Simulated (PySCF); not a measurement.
## Electron affinity of Si by level of theory

Si- [Ne] 3s2 3p3 (4S) → Si [Ne] 3s2 3p2 (3P), as a difference of total energies. Calculation: PySCF 2.14, in def2-QZVPPD (10s6p5d2f1g, 76 functions); no relativity, point nucleus. Correlated levels: valence: [Ne] frozen. The calculations carry no spin-orbit coupling.

```json
{"method": "UHF", "electron affinity (eV)": "0.791", "plus first-order spin-orbit estimate": "0.774", "error of that sum (eV)": "-0.616"}
{"method": "MP2 (valence)", "electron affinity (eV)": "1.331", "plus first-order spin-orbit estimate": "1.315", "error of that sum (eV)": "-0.075"}
{"method": "SCS-MP2 (valence)", "electron affinity (eV)": "1.158", "plus first-order spin-orbit estimate": "1.142", "error of that sum (eV)": "-0.248"}
{"method": "CCSD (valence)", "electron affinity (eV)": "1.266", "plus first-order spin-orbit estimate": "1.249", "error of that sum (eV)": "-0.141"}
{"method": "CCSD(T) (valence)", "electron affinity (eV)": "1.327", "plus first-order spin-orbit estimate": "1.311", "error of that sum (eV)": "-0.079"}
```

Reference: 1.390 eV (measured; photodetachment measurements, as compiled on the Wikipedia data page of electron affinities).

A first-order spin-orbit estimate (lowest level to lowest level, LS coupling) adds -0.016 eV.

Errors of the correlated levels include the incompleteness of this basis and the frozen core.
